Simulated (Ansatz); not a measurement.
# C₄H₆O₂: a ladder of functionals and wavefunction methods

How much do the methods differ for C₄H₆O₂? The plan is to run it at one geometry with functionals of several rungs and with coupled cluster, and see how far each lands from CCSD(T) at the basis-set limit for the atomisation energy.

Method: functionals in def2-TZVPP, the program's frozen cores in correlated methods; program: Ansatz 0.2.0, Gaussian basis.

The runs, in order: LDA (SPW92), PBE-D4, revPBE-D4, BLYP-D4, r2SCAN-D4, B97M-V, PBE0-D4, B3LYP-D4, r2SCANh-D4, r2SCAN0-D4, HSE06-D4, BHLYP-D4, CAM-B3LYP-D4, LC-ωPBE, ωB97X-V, ωB97M-V, B2PLYP, PBE-QIDH; CCSD(T)/def2-SVP; CCSD(T)/def2-TZVPP; MP2/def2-QZVPP; extrapolation to the limit; RPA on PBE.

**1. The geometry**

The geometry comes from an earlier relaxation with PBE0-D4 in a triple-zeta def2 set; it is a stationary point, not always the lowest conformer.

SMILES `O=CCC1CO1`, 12 atoms, charge 0, spin multiplicity 1.

Atoms are counted from 1 here; the program's logs count them from 0.

Bond lengths: O1–C2 1.200 Å, C2–C3 1.499 Å, C2–H7 1.112 Å, C3–C4 1.497 Å, C3–H8 1.097 Å, C3–H9 1.099 Å, C4–C5 1.456 Å, C4–O6 1.418 Å, C4–H10 1.088 Å, C5–O6 1.420 Å, C5–H11 1.088 Å, C5–H12 1.086 Å. Angles: O1–C2–C3 124.7°, O1–C2–H7 120.6°, C3–C2–H7 114.7°, C2–C3–C4 113.9°, C2–C3–H8 108.3°, C2–C3–H9 107.5°, C4–C3–H8 110.7°, C4–C3–H9 110.9°, H8–C3–H9 105.2°, C3–C4–C5 121.6°, C3–C4–O6 115.8°, C3–C4–H10 115.5°, C5–C4–O6 59.2°, C5–C4–H10 117.6°, O6–C4–H10 114.5°, C4–C5–O6 59.1°, C4–C5–H11 119.3°, C4–C5–H12 119.6° and more.

**2. LDA**

This LDA is Slater exchange with PW92 correlation.

File in.yaml:

```yaml
crystal:
  periodic: [false, false, false]
  atoms:
    - {symbol: O, position_ang: [-0.638464, -1.729524, -1.358228]}
    - {symbol: C, position_ang: [-1.328635, -1.094971, -0.608930]}
    - {symbol: C, position_ang: [-0.907530, 0.173580, 0.070052]}
    - {symbol: C, position_ang: [0.488107, 0.603745, -0.258145]}
    - {symbol: C, position_ang: [1.613097, 0.268675, 0.603589]}
    - {symbol: O, position_ang: [1.055264, 1.574226, 0.606737]}
    - {symbol: H, position_ang: [-2.362182, -1.428905, -0.371483]}
    - {symbol: H, position_ang: [-1.027292, 0.041197, 1.152322]}
    - {symbol: H, position_ang: [-1.632002, 0.951968, -0.205985]}
    - {symbol: H, position_ang: [0.692450, 0.766224, -1.313970]}
    - {symbol: H, position_ang: [1.437675, -0.313372, 1.505610]}
    - {symbol: H, position_ang: [2.609511, 0.187149, 0.178421]}
basis:
  gaussian: {orbitals: def2-TZVPP}
hamiltonian: {xc: lda}
output: {orbitals: {seedname: orbitals}}
```

The runs that follow: PBE-D4 (GGA); revPBE-D4 (GGA); BLYP-D4 (GGA); r2SCAN-D4 (meta-GGA); B97M-V (meta-GGA); PBE0-D4 (hybrid); B3LYP-D4 (hybrid); r2SCANh-D4 (hybrid); r2SCAN0-D4 (hybrid); HSE06-D4 (hybrid); BHLYP-D4 (hybrid); CAM-B3LYP-D4 (range-separated); LC-ωPBE-D4 (range-separated); ωB97X-V (range-separated); ωB97M-V (range-separated); B2PLYP (double hybrid); PBE-QIDH (double hybrid); CCSD(T) in def2-SVP; CCSD(T) in def2-TZVPP; MP2 in def2-QZVPP; RPA on PBE orbitals.

Q: Predict the results of all the runs planned. Wanted: atomisation energy, CCSD(T)/CBS; farthest beyond LDA; mean size of error, GGA; mean size of error, meta-GGA; mean size of error, hybrid; mean size of error, range-separated; mean size of error, double hybrid; gap, smallest and largest; T1 diagnostic.

**Answer**, as computed:

| quantity | value |
| --- | --- |
| atomisation energy, CCSD(T)/CBS | 5045.4 kJ/mol |
| functionals within 25.2 kJ/mol (0.5 %) | BLYP-D4, B97M-V, B3LYP-D4, r2SCANh-D4, ωB97X-V, PBE-QIDH |
| farthest beyond LDA | BHLYP-D4 (-202.1 kJ/mol) |
| mean size of error, GGA | 88.2 kJ/mol |
| mean size of error, meta-GGA | 26.0 kJ/mol |
| mean size of error, hybrid | 67.2 kJ/mol |
| mean size of error, range-separated | 27.7 kJ/mol |
| mean size of error, double hybrid | 23.0 kJ/mol |
| gap, smallest and largest | 3.76 eV (LDA (SPW92)), 12.01 eV (LC-ωPBE) |
| T1 diagnostic | 0.0132 |
| triples share of the correlation energy | 4.1 % |

In words: LDA overbinds by 867.1 kJ/mol (17 %). PBE-D4 misses by +194.3 kJ/mol. Double hybrids carry the basis error of their MP2 part in triple zeta, and no dispersion term here, so their miss is partly the set-up's. Taken by rung, double hybrid functionals do best (23.0 kJ/mol on average) and GGA ones worst beyond LDA (88.2 kJ/mol). The gap between the best rungs is small, so their order is not settled. Misses under about 25.2 kJ/mol are within the doubt on the reference itself, which lacks core-valence correlation, relativity and higher excitations. Hartree-Fock recovers 71 % of the binding; the rest is correlation. CCSD(T) in def2-SVP is off by -215.9 kJ/mol, so the small basis spoils what the method gains. The gap grows from 3.8 to 12.0 eV across the functionals, mostly with the share of exact exchange.
